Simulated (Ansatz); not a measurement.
**Interaction energy ladder**

The pair of NH₄⁺ (SMILES [NH4+], atoms 1–5) and CH₂O (SMILES C=O, atoms 6–9), both closed shells, in one local arrangement (a lower one may exist), relaxed at PBE0-D4/def2-TZVP:

```
9
angstrom
N -0.1130 0.1889 -1.6392
H 0.4263 -0.5476 -2.0938
H -1.0838 0.1303 -1.9485
H 0.2656 1.0963 -1.9110
H -0.0789 0.0829 -0.5805
C 0.1564 -0.2432 2.0569
O -0.3541 0.0564 1.0030
H -0.3915 -0.1009 2.9995
H 1.1730 -0.6632 2.1136
```

Computed with Ansatz 0.2.0 (basis: def2-TZVPPD, with def2-QZVPPD for the basis limit); correlated methods freeze the cores. B3LYP uses VWN-RPA correlation. Extrapolation: Hartree–Fock as exp(−7.88 √X), correlation as X^−2.97. Interaction energies count from these two fragments, frozen as in the pair, with the counterpoise correction; negative means bound.

Q: What is the interaction energy by CCSD(T) at an estimated basis limit (MP2 extrapolated from triple and quadruple zeta, plus CCSD(T) − MP2 in triple zeta)? (Judge from chemistry; the value comes from the calculation.)

A: By the calculation: -21.17 kcal/mol. Hartree–Fock alone gives -20.64 kcal/mol at the basis limit. It counts from the two fragments frozen as in the pair.

The same quantity by other methods in triple zeta, and each one's difference from that estimate:
```
   method  E_int (kcal/mol)  difference
   PBE-D4            -22.16       -0.99
revPBE-D4            -20.99        0.18
  BLYP-D4            -21.61       -0.44
r2SCAN-D4            -21.88       -0.71
   B97M-V            -21.29       -0.11
  PBE0-D4            -22.57       -1.40
 B3LYP-D4            -22.33       -1.16
 HSE06-D4            -22.54       -1.37
  wB97X-V            -21.86       -0.69
  wB97M-V            -21.70       -0.53
   B2PLYP            -21.21       -0.04
       HF            -20.57        0.60
      MP2            -20.49        0.68
     CCSD            -20.34        0.83
  CCSD(T)            -20.43        0.74
```
Differences are method less estimate.

Q: Which atoms make the shortest contact between the fragments?

A: H5 and O7, 1.61 Å apart.

Energy to bend the free fragments (PBE0-D4 minima) into their shapes in the pair, CCSD(T)/def2-TZVPPD: NH₄⁺ 0.85 kcal/mol; CH₂O -0.17 kcal/mol. This must be added to the interaction energy to get the binding energy from relaxed fragments.

Basis-set superposition shift (counterpoise-corrected less uncorrected): CCSD(T) 0.61; MP2 0.63; HF 0.03; PBE0-D4 0.04; wB97M-V 0.04 kcal/mol.

T1 diagnostic: at most 0.016.

For scale, one of the runs: CCSD(T)/def2-TZVPPD, 216 basis functions (an equivalent command: `ansatz run in.yaml --threads 2`). Hardware: 2 CPU threads, shared host. Wall time 59 s; peak host memory 3.3 GiB.
